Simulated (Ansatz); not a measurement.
# C2H5NO3: the cost of one run

The runs use Ansatz 0.2.0; RKS PBE0-D4/def2-SVP.

### 1 The system as given

SMILES `NC(O)OC=O`, 11 atoms, charge 0, spin multiplicity 1.

Atoms are counted from 1 here; the program's logs count them from 0.

Bond lengths: N1–C2 1.390 Å, N1–H7 1.022 Å, N1–H8 1.026 Å, C2–O3 1.356 Å, C2–O4 1.601 Å, C2–H9 1.115 Å, O3–H10 0.995 Å, O4–C5 1.320 Å, C5–O6 1.229 Å, C5–H11 1.122 Å. Angles: C2–N1–H7 113.2°, C2–N1–H8 112.0°, H7–N1–H8 111.2°, N1–C2–O3 111.5°, N1–C2–O4 108.9°, N1–C2–H9 111.7°, O3–C2–O4 108.5°, O3–C2–H9 115.5°, O4–C2–H9 99.9°, C2–O3–H10 104.0°, C2–O4–C5 114.8°, O4–C5–O6 126.2°, O4–C5–H11 111.2°, O6–C5–H11 122.6°.

Coordinates:

```
N     0.1563   -1.8187    0.5144
C     0.0257   -0.4358    0.5597
O     1.1925    0.1625    0.9047
O    -0.4079    0.0915   -0.8881
C    -0.4195    1.4055   -1.0173
O    -0.0516    2.2216   -0.1746
H    -0.6998   -2.2940    0.2199
H     0.9573   -2.1108   -0.0557
H    -0.8671   -0.1255    1.1514
H     0.9963    1.1352    0.8273
H    -0.8167    1.7114   -2.0210
```

This geometry comes from a loose relaxation at PBE in a small basis, which is not shown.

### 3 The grid

- dihedral N1–C2–O4–C5: 9 values from −180 to 140 °, periodic
- dihedral H7–N1–C2–O3: 9 values from −180 to 140 °, periodic

Nothing else is relaxed (all other coordinates rigid). Energies count from the relaxed molecule at the same level.

(The set-up runs are not shown.)

### 4 Grid point dihedral N1–C2–O4–C5 = 100°, dihedral H7–N1–C2–O3 = 20°

The input, input.yaml:

```yaml
crystal:
  periodic: [false, false, false]
  atoms:
    - { symbol: "N", position_ang: [0.13635, -1.794772, 0.50417] }
    - { symbol: C, position_ang: [0.028505, -0.40621, 0.519526] }
    - { symbol: O, position_ang: [-1.276687, -0.038741, 0.544389] }
    - { symbol: O, position_ang: [0.72273, 0.13209, 1.744183] }
    - { symbol: C, position_ang: [1.931443, 0.612479, 1.55602] }
    - { symbol: O, position_ang: [2.484831, 0.724625, 0.487072] }
    - { symbol: H, position_ang: [-0.717404, -2.245196, 0.192876] }
    - { symbol: H, position_ang: [0.923021, -2.095785, -0.06598] }
    - { symbol: H, position_ang: [0.603779, 0.044905, -0.310763] }
    - { symbol: H, position_ang: [-1.277261, 0.934208, 0.5341] }
    - { symbol: H, position_ang: [2.396363, 0.910846, 2.519622] }
basis:
  gaussian: { orbitals: def2-SVP }
hamiltonian:
  xc: pbe0
  dispersion: d4
output:
  forces: true
```

Command:

```sh
ansatz run input.yaml --threads 1 --pin off --max-ram 2560MiB --backend cpu --events-out ev --progress --plain --runs-dir out
```

What time and memory should one allow on 1 thread of Arm Neoverse V2, shared host?

About 4.4 s, with a peak of 0.21 GiB.
